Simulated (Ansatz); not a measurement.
**Thallium, hcp under LDA: how the Fermi-Dirac smearing moves the result**

Aim: find which Fermi-Dirac smearing width is enough for energy and pressure. The geometry was relaxed under LDA beforehand and stays fixed; 6 values are run, from 0.01 to 1.0 eV. Wanted are the values from which on the energy stays within 10 and 1 meV/atom, and the pressure within 0.5 GPa, of the narrowest run. Within the series other settings stay, but some runs also write fields, which adds to their time. Spin polarisation is left out.

Program: Ansatz 0.2.0. Level of theory: DFT LDA, plane waves with PAW, scalar-relativistic. These are calculated values, not measurements.

## Step 1: The structure to begin with

Symmetry: P6_3/mmc, No. 194, hexagonal system. The conventional cell has a = 3.401 Å, b = 3.401 Å, c = 5.443 Å, α = 90.00°, β = 90.00°, γ = 120.00°. Tl (site symmetry -6m2) has 12 Tl at 3.36 to 3.40 Å as nearest neighbours.

Coordinates:

```
Tl
1.0
     3.40140    0.00000    0.00000
    -1.70070    2.94570    0.00000
     0.00000    0.00000    5.44300
Tl
2
Direct
  0.33333 0.66667 0.25000
  0.66667 0.33333 0.75000
```

## Step 2: Run at 0.01 eV

The run at 0.01 eV.

input.yaml

```yaml
crystal:
  lattice:
    - [3.4014029632, 0.0, 0.0]
    - [-1.7007014816, 2.9457013746, 0.0]
    - [0.0, 0.0, 5.4430041633]
  atoms:
    - { symbol: Tl, position: [0.3333333333, 0.6666666667, 0.25] }
    - { symbol: Tl, position: [0.6666666667, 0.3333333333, 0.75] }
hamiltonian:
  xc: lda
  pseudopotentials:
    kind: paw
    azcp:
      Tl: "pseudopotentials/Tl.paw.azcp"
basis:
  ecutwfc: 420
  fft_grid_basis: typed
kpoints:
  mp_grid: { grid: [11, 11, 6], shift: [0, 0, 0] }
magnetization:
  spin_polarized: false
scf:
  occupations: { method: fermi_dirac, width: 0.01 }
  lower_state_search: "off"
output:
  stress: true
```

Run with:

```sh
$ ansatz run input.yaml --threads 2 --pin off --max-ram 5120MiB --backend cpu --events-out ev --progress --plain --runs-dir out
```

## Step 3: Run at 0.03 eV

The run at 0.03 eV.

Changes to input.yaml since step 2:

```diff
@@ -22,3 +22,3 @@
 scf:
-  occupations: { method: fermi_dirac, width: 0.01 }
+  occupations: { method: fermi_dirac, width: 0.03 }
   lower_state_search: "off"
```

## Step 4: Run at 0.2 eV

The run at 0.2 eV.

Changes to input.yaml since step 3:

```diff
@@ -22,3 +22,3 @@
 scf:
-  occupations: { method: fermi_dirac, width: 0.03 }
+  occupations: { method: fermi_dirac, width: 0.2 }
   lower_state_search: "off"
```

## Step 5: Run at 0.3 eV

The run at 0.3 eV.

Changes to input.yaml since step 4:

```diff
@@ -22,3 +22,3 @@
 scf:
-  occupations: { method: fermi_dirac, width: 0.2 }
+  occupations: { method: fermi_dirac, width: 0.3 }
   lower_state_search: "off"
@@ -26 +26,5 @@
   stress: true
+  write_density: true
+  write_potential: true
+  elf: true
+  volumetric_format: npy
```

## Step 6: Run at 0.6 eV

The run at 0.6 eV.

Changes to input.yaml since step 5:

```diff
@@ -22,3 +22,3 @@
 scf:
-  occupations: { method: fermi_dirac, width: 0.3 }
+  occupations: { method: fermi_dirac, width: 0.6 }
   lower_state_search: "off"
```

## Step 7: Run at 1.0 eV

The run at 1.0 eV.

Changes to input.yaml since step 6:

```diff
@@ -22,3 +22,3 @@
 scf:
-  occupations: { method: fermi_dirac, width: 0.6 }
+  occupations: { method: fermi_dirac, width: 1.0 }
   lower_state_search: "off"
@@ -26,5 +26 @@
   stress: true
-  write_density: true
-  write_potential: true
-  elf: true
-  volumetric_format: npy
```

(Steps that only read results are left out.)

What does the calculation give?

As calculated:

| quantity | value |
| --- | --- |
| E(σ → 0) stays within 10 meV/atom of 0.01 eV | up to 0.6 eV |
| E(σ → 0) stays within 1 meV/atom | up to 0.03 eV |
| pressure stays within 0.5 GPa | up to 0.3 eV |
| pressure at 0.01 eV | -0.06 GPa |
| energy of a separate run on a finer mesh (17×17×10) | +2.3 meV/atom from 0.01 eV |

**Reading.** The far end, 1.0 eV, lies -21.2 meV/atom and +3.5 GPa from the yardstick. The free energy F moves by -722.7 meV/atom over the range, and the estimate for σ → 0 by -21.2. In theory F falls as the square of the width under this scheme, but here the ratio is not steady: the mesh at narrow widths, or a density of states that varies over the wide ones, can both cause that. The mesh (11×11×6) is fixed, so the narrowest widths carry a k-point error of their own. The yardstick itself is unsettled by 2.3 meV/atom against the finer mesh, so the thresholds above hold only within this series, and wider smearing, which averages over more states, can land nearer the fine-mesh value than the narrowest does.
